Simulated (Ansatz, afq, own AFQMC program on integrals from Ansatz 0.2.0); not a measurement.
AFQMC on a folder of integrals that Ansatz 0.2.0 wrote.

```yaml
crystal:
  periodic: [false, false, false]
  atoms:
    - {symbol: Si, position_ang: [0.000000, 0.000000, 1.116142]}
    - {symbol: Ge, position_ang: [0.000000, 0.000000, -5.015858]}
    - {symbol: H, position_ang: [0.000000, 1.233043, 1.949858]}
    - {symbol: H, position_ang: [0.000000, -1.233043, 1.949858]}
basis:
  gaussian: {orbitals: cc-pVDZ}
magnetization: {spin_polarized: false}
correlation: {method: ccsd_t, electrons: outside_noble_gas, hamiltonian_folder: ham}
```

```sh
$ ansatz run in.yaml --threads 1 --pin off --events-out ev --progress --plain --max-ram 1382MiB
```

afq runs on the folder ham with

```
--method phaseless --trial cisd --walkers 60 --populations 1 --least-time 40 --time-step 0.005 --steps-per-block 50 --equilibration-blocks 40 --max-blocks 300 --target-error 0.00076 --factor-cut 1e-05 --seed 2485 --release-times 0.24,0.51,0.99,1.62,2.4 --release-step 0.03 --release-every 4 --taylor-order 6
```

Times are imaginary, in 1/Eh. The walk had a cap of 1091 s. Filled inner d shells are frozen with the cores.

```
orbitals 36  electrons 5 5  factors 232 of 600
reference energy -2365.23949506 Eh
CCSD correlation -0.19326735 Eh in 22 cycles, weight of the determinant in the CISD state 0.7097
energy of the start -2365.432762 Eh
 block  time / (1/Eh)  mean weight  energy / Eh
     1     0.250  0.9999  -2365.428978
     2     0.500  0.9986  -2365.428269
     3     0.750  1.0010  -2365.429016
     4     1.000  1.0012  -2365.429580
     5     1.250  1.0001  -2365.429948
     8     2.000  1.0003  -2365.437582
    17     4.250  0.9999  -2365.432332
    41    10.250  0.9993  -2365.434953
    57    14.250  1.0005  -2365.422152
    65    16.250  0.9986  -2365.452077
    89    22.250  1.0008  -2365.437209
   113    28.250  1.0002  -2365.437821
   137    34.250  1.0010  -2365.441695
   161    40.250  0.9992  -2365.443512
   185    46.250  0.9988  -2365.444503
   209    52.250  0.9996  -2365.442226
   233    58.250  1.0006  -2365.458891
   257    64.250  0.9996  -2365.432997
   281    70.250  1.0010  -2365.443312
   305    76.250  0.9984  -2365.443979
   329    82.250  1.0001  -2365.437937
   337    84.250  1.0027  -2365.452862
blocks merged  error / Eh  count
     1  0.000488  300
     2  0.000611  150
     4  0.000753  75
     8  0.000894  37
    16  0.000927  18
    32  0.000945  9
released: time / (1/Eh)  energy / Eh  error  mean overlap
  0.24  -2365.441200  0.001010  1.0019
  0.51  -2365.439224  0.001082  1.0046
  0.99  -2365.439218  0.001288  1.0057
  1.62  -2365.439039  0.001555  0.9933
  2.40  -2365.440903  0.002819  0.9774
energy -2365.440476 +/- 0.000927 Eh
(rows thinned)
```

Estimate how long the walk took on 1 thread of Arm Neoverse V1, on a shared host.

3.1 min of wall time.

The run passed its tests (sampling time, drift between the halves within three errors, error under three times the target), which doesn't prove that it has relaxed.

Against this walk (error 25.2 meV) on the same determinant: CCSD(T) 80.9 meV higher. The error is statistical and leaves out the bias of the constraint. None of these is a sure reference here. Released to 1.62 1/Eh the energy moves by 39 ± 49 meV (both errors), within twice the noise.

Cautions: constraint bias not in the error; error above the target (25.2 against 20.7 meV); no relativity below Rb; no spin-orbit coupling; inner d shell frozen; higher spins were not checked; restricted determinant unstable towards unrestricted (UHF 1.72 eV lower, ⟨S²⟩ 2.01); strong correlation (T1 0.012, weight of the determinant 0.71, largest double 0.36); the bias of populations of 60 walkers isn't removed.

A walk keeps the symmetry of its determinant, which the program's search chose and which needn't be the lowest solution, so a lower state of the same spin and another symmetry isn't excluded.
